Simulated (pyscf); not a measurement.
Single points on ωB97X-D3(BJ)/def2-SVP structures (PySCF, gas phase).

**Question.** For the elementary gas-phase step H₃C–CH₂–ZnH (SMILES C[CH2][ZnH]) + H₃C–OH (SMILES CO) -> H₃C–CH₂–Zn–OH (SMILES C[CH2][Zn][OH]) + CH₄ (SMILES C) (singlet surface; H–Zn, C–O broken, O–Zn, C–H formed), what barrier and reaction energy does ωB97M-D3(BJ)/def2-TZVP give, measured from the separated reactants?

**Answer.** ΔE‡ = 58.2 kcal/mol, ΔE = -35.6 kcal/mol. Zero-point energy shifts the barrier by -1.2 kcal/mol. It is a four-centre exchange, with an imaginary mode of 1226i cm⁻¹. On the reactant side the descent ends in an adduct with a O–Zn contact (not fully relaxed), 10.2 kcal/mol under the separated species and 69.1 kcal/mol under the saddle at ωB97X-D3(BJ)/def2-TZVP. What is counted as formed (O–Zn) is already present as a longer contact in the reactant adduct; forming that adduct is a step of its own. From the product side, •H₂C–CH₃ + [HO–Zn]• + CH₄ lies, by one bond made or cut, 23.5 kcal/mol under this saddle at ωB97M-D3(BJ)/def2-TZVP. This is the saddle that the search found; another between the same sides may lie lower. Elements up to Kr have no core potential and no relativistic terms here.
